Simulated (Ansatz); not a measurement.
**Cl2HSi: saddle search for pyramidal inversion, by script**

The task is a saddle search for pyramidal inversion, for Cl2HSi. SMILES: Cl[SiH]Cl.

All numbers are computed with Ansatz 0.2.0, driven from Python. Level of theory: PBE+D3(BJ)/def2-SVP.

## (1) Starting point

Bond lengths: Cl1–Si2 2.021 Å, Si2–Cl3 2.021 Å, Si2–H4 1.452 Å. Angles: Cl1–Si2–Cl3 110.5°, Cl1–Si2–H4 109.8°, Cl3–Si2–H4 110.1°.

The script holds or builds the structure itself.

## (2) Script

Input file ts.py:

```python
import ansatz
import numpy as np

geometry_ang = [
    ('Cl', (-1.63388, 0.16599, 0.87695)),
    ('Si', (0.18921, -0.3751, 0.1932)),
    ('Cl', (0.24088, -0.28917, -1.82558)),
    ('H', (1.20379, 0.49829, 0.75543)),
]
cl2hsi = ansatz.Crystal.molecule()
for symbol, xyz in geometry_ang:
    cl2hsi = cl2hsi.atom(symbol, xyz)

model = (
    cl2hsi.calculation()
    .basis(gaussian='def2-SVP')
    .functional('pbe', dispersion='d3bj')
    .spin('collinear', total=1)
)
symbols = [site.symbol for site in cl2hsi.cartesian_sites]
start = np.array([site.position_ang for site in cl2hsi.cartesian_sites], dtype=float)
data = model.relax(force_tolerance=0.005).run().report
end = np.array(data['positions_ang'])

a, b, d = end[[0, 2, 3]]
normal = np.cross(b - a, d - a)
normal /= np.linalg.norm(normal)
flat = end.copy()
flat[1] -= 0.8 * ((end[1] - a) @ normal) * normal
guess = np.zeros_like(flat)
guess[1] = normal
near = ansatz.Crystal.molecule()
for symbol, place in zip(symbols, flat):
    near = near.atom(symbol, place.tolist())
search = (
    near.calculation()
    .basis(gaussian='def2-SVP')
    .functional('pbe', dispersion='d3bj')
    .spin('collinear', total=1)
    .saddle(mode_guess=guess.tolist(), force_tolerance=0.01, max_steps=40)
)
steps = []
top = search.session().plan().execute(on_event=lambda e: steps.append(e['data']) if e['event'] == 'saddle_step' else None).report
for s in steps:
    print(f'step {s["step"]:2d}  E = {s["lagrangian_ev"]:.5f} eV  force {s["allowed_force_max_ev_ang"]:.4f} eV/A  curvature {s["curvature_ev_ang2"]:.3f} eV/A^2')
print(f'minimum {data["free_energy_ev"]:.5f} eV, saddle {top["free_energy_ev"]:.5f} eV')
print(f'electronic barrier {23.060548 * (top["free_energy_ev"] - data["free_energy_ev"]):.2f} kcal/mol')
saddle = np.array(top['positions_ang'])
print('final positions (A) and the move of each atom')
for symbol, xyz, old in zip(symbols, saddle, end):
    print(f'{symbol:2s} {xyz[0]:10.5f} {xyz[1]:10.5f} {xyz[2]:10.5f}   {np.linalg.norm(xyz - old):7.4f}')
```

## (3) The calls as engine input

The engine receives this input (first run):

```yaml
crystal:
  periodic: [false, false, false]
  atoms:
    - { symbol: Cl, position_ang: [-1.63388, 0.16599, 0.87695] }
    - { symbol: Si, position_ang: [0.18921, -0.3751, 0.1932] }
    - { symbol: Cl, position_ang: [0.24088, -0.28917, -1.82558] }
    - { symbol: H, position_ang: [1.20379, 0.49829, 0.75543] }
basis:
  gaussian:
    orbitals: def2-SVP
hamiltonian:
  xc: pbe
  dispersion: d3bj
magnetization:
  spin_polarized: true
  initial_magnetization: 1.0
relax:
  f_tol: 0.005
```

## (4) The run

Started as:

```
> python ts.py
```

Q: Predict the main results. Wanted: moves of the relaxation of run 1; energy gained in run 1; last largest force component of run 1.

**Answer**, as computed:

| quantity | value |
| --- | --- |
| runs compared | 2 |
| moves of the relaxation of run 1 | 4 |
| energy gained in run 1 | 0.105 eV |
| last largest force component of run 1 | 0.0003 eV/Å |

What this shows: The dearest, run 2 (saddle search), took some 4.3 times as long as run 1 (relaxation). Run 1: The relaxation took 4 moves; the largest shift is 0.051 Å. What to keep in mind:
- The energies are electronic: no zero-point or thermal terms, and the basis set is short of its limit. No separate frequency run checks the order of the saddle point.
- The species is open-shell (spin multiplicity 2).
